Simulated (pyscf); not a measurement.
Thermochemistry of product channels of Cl–Ge•(Cl)–Cl + NH₃ on the doublet surface, in kcal/mol, from ωB97M-D3(BJ)/def2-TZVP energies (ideal gas, 1 atm, RRHO with modes under 100 cm⁻¹ raised to 100, one conformer, R ln 2 for chiral ones without a mode under 150 cm⁻¹). Single points on ωB97X-D3(BJ)/def2-SVP structures (PySCF, gas phase).

```csv
products,ΔE,ΔH(298 K),ΔG(298 K),ΔG(900 K)
HCl + H₂N–Ge•(Cl)–Cl,(withheld),+10.3,+9.8,(withheld)
•HN–Ge(Cl)(Cl)–Cl + H₂,+34.9,+28.5,+29.7,+30.0
```

Fill in the missing entries.


- HCl + H₂N–Ge•(Cl)–Cl, ΔE: +12.3
- HCl + H₂N–Ge•(Cl)–Cl, ΔG(900 K): +7.9

These are energies of the channels, which say nothing of barriers. Elements up to Kr have no core potential and no relativistic terms here.
